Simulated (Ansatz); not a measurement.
For anatase TiO2 (metastable phase), r²SCAN+rVV10 in Ansatz (PAW) gives:

| Item | Value |
|---|---|
| lattice constant a | 3.775 Å |
| lattice parameter c | 9.530 Å |

What does HSE06 (PAW; Ansatz, a quantum-chemistry and plane-wave program) give for the same quantities?


- lattice constant a: 3.761 Å (drops by 0.4 %)
- lattice parameter c: 9.585 Å (grows by 0.6 %)

For comparison: lattice constant a 3.784 Å (measured, room temperature, no zero-point or thermal correction; as tabulated in Horn, Schwerdtfeger, Meagher, Refinement of the structure of anatase at several …); lattice parameter c 9.514 Å (measured, room temperature, no zero-point or thermal correction; as tabulated in Horn, Schwerdtfeger, Meagher, Refinement of the structure of anatase at several …).

Changes are worked out from the printed values.

Unless a cell is named, each level is at its own relaxed cell (r²SCAN+rVV10 11.32, HSE06 11.30 Å³/atom).

Ansatz's density-functional and Hartree–Fock values are scalar-relativistic unless marked +SOC, with PAW data made under PBE.
